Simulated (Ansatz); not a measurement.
Geometry optimisation of Si2H4.

```yaml
crystal:
  periodic: [false, false, false]
  atoms:
    - {symbol: Si, position_ang: [-0.114140, -0.490550, -1.022870]}
    - {symbol: Si, position_ang: [0.097410, 0.464850, 1.001580]}
    - {symbol: H, position_ang: [0.581680, -0.513620, 1.997240]}
    - {symbol: H, position_ang: [-0.571630, 0.529570, -1.990480]}
    - {symbol: H, position_ang: [-1.224180, 0.700890, 1.615990]}
    - {symbol: H, position_ang: [1.230850, -0.691130, -1.601460]}
basis:
  gaussian: {orbitals: def2-TZVP}
hamiltonian: {xc: pbe, dispersion: d4}
scf: {omitted_lower_state_checks: [starts]}
output: {orbitals: {seedname: orbitals}}
relax: {f_tol: 0.02, max_steps: 100}
```

```sh
$ ansatz run in.yaml --threads 4 --pin off --events-out ev --progress --plain --max-ram 3916MiB
```

Output, abridged:

```
Functional definition: PBE
mean field -15810.22718062 eV, -581.0151323307 hartree, gradient 3.1e-5 eV, S^2 0.000000; 0 other end points of the search recorded, 0 dependent functions left out
relax step   1: F+E_penalty+E_count = -15810.34659614 eV  Δ(F+E_penalty+E_count) = +0.000e0 eV  max|allowed force component| = 7.538e-1 eV/Å  Δτ_max = 0.0000 Å  (23 SCF iters, accepted)
mean field -15810.51793675 eV, -581.0258174217 hartree, gradient 1.1e-5 eV, S^2 0.000000; 0 other end points of the search recorded, 0 dependent functions left out
relax step   2: F+E_penalty+E_count = -15810.63404149 eV  Δ(F+E_penalty+E_count) = -2.874e-1 eV  max|allowed force component| = 4.661e-1 eV/Å  Δτ_max = 0.1820 Å  (31 SCF iters, accepted)
mean field -15810.57101158 eV, -581.0277678856 hartree, gradient 1.2e-5 eV, S^2 0.000000; 0 other end points of the search recorded, 0 dependent functions left out
relax step   3: F+E_penalty+E_count = -15810.68850733 eV  Δ(F+E_penalty+E_count) = -5.447e-2 eV  max|allowed force component| = 3.037e-1 eV/Å  Δτ_max = 0.0619 Å  (27 SCF iters, accepted)
mean field -15810.58906775 eV, -581.0284314378 hartree, gradient 5.2e-6 eV, S^2 0.000000; 0 other end points of the search recorded, 0 dependent functions left out
relax step   4: F+E_penalty+E_count = -15810.70668006 eV  Δ(F+E_penalty+E_count) = -1.817e-2 eV  max|allowed force component| = 1.160e-1 eV/Å  Δτ_max = 0.0779 Å  (27 SCF iters, accepted)
mean field -15810.59207109 eV, -581.0285418083 hartree, gradient 9.2e-6 eV, S^2 0.000000; 0 other end points of the search recorded, 0 dependent functions left out
relax step   5: F+E_penalty+E_count = -15810.70978661 eV  Δ(F+E_penalty+E_count) = -3.107e-3 eV  max|allowed force component| = 1.359e-2 eV/Å  Δτ_max = 0.0166 Å  (27 SCF iters, accepted)
mean field -15810.59207109 eV, -581.0285418083 hartree, gradient 9.1e-6 eV, S^2 0.000000; 0 other end points of the search recorded, 0 dependent functions left out
Total energy: -15810.70982718 eV, -581.0328692649 hartree
Atom 0 at     0.027956    -0.289582    -1.047271 Å, force    -0.004738    -0.002868     0.013590 eV/Å
Atom 1 at    -0.028242     0.289499     1.047102 Å, force     0.004727     0.003249    -0.013176 eV/Å
Atom 2 at     0.722238    -0.536333     2.039470 Å, force    -0.000703    -0.002933     0.000334 eV/Å
Atom 3 at    -0.721647     0.537072    -2.039637 Å, force     0.000325     0.001991    -0.000316 eV/Å
Atom 4 at    -1.302864     0.829217     1.607532 Å, force    -0.001948    -0.001049    -0.000103 eV/Å
Atom 5 at     1.302549    -0.829864    -1.607196 Å, force     0.002337     0.001610    -0.000329 eV/Å
Dipole moment:    -0.000031     0.000031     0.000020 e Å
Checks for a lower state left out: starts
```

It took 2.9 s on 4 threads of Arm Neoverse V1 on a shared host.

The structure comes from a short search, and lower isomers may exist.
